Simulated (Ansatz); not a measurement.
System: cubic perovskite SrTiO3 (cubic form, which distorts at low temperature). Method: PBEsol (PAW; Ansatz, a first-principles code).

Run with plane-wave cutoff 520 eV, 10×10×10 k mesh, Fermi–Dirac smearing 0.01 eV, no spin polarisation, scalar-relativistic PAW data made under PBE.

Response to compression and expansion:

```json
[
 {"V (Å³/atom)": "11.075", "P (GPa)": "13.18", "direct gap at Γ (eV)": "2.250", "smallest gap on the k mesh (eV)": "1.958"},
 {"V (Å³/atom)": "11.311", "P (GPa)": "8.30", "direct gap at Γ (eV)": "2.233", "smallest gap on the k mesh (eV)": "1.923"},
 {"V (Å³/atom)": "11.547", "P (GPa)": "3.93", "direct gap at Γ (eV)": "2.214", "smallest gap on the k mesh (eV)": "1.888"},
 {"V (Å³/atom)": "11.782", "P (GPa)": "0.00", "direct gap at Γ (eV)": "2.193", "smallest gap on the k mesh (eV)": "1.853"},
 {"V (Å³/atom)": "12.018", "P (GPa)": "-3.52", "direct gap at Γ (eV)": "2.171", "smallest gap on the k mesh (eV)": "1.817"},
 {"V (Å³/atom)": "12.254", "P (GPa)": "-6.68", "direct gap at Γ (eV)": "2.146", "smallest gap on the k mesh (eV)": "1.782"},
 {"V (Å³/atom)": "12.489", "P (GPa)": "-9.52", "direct gap at Γ (eV)": "2.121", "smallest gap on the k mesh (eV)": "1.747"}
]
```

The fundamental gap (1.85 eV at the equilibrium volume, with added k points) lies elsewhere than Γ–Γ.

Measured, for comparison: band gap 3.59 eV (zero-point renormalisation of 336 meV (experimental, the table's column) added back here, indirect; inputs from Miglio et al. (2020), arXiv:2011.12765).

Note: the relaxation could not lower the start's symmetry, so the cell can be a saddle point above a distorted one.

Spin–orbit coupling is not included.
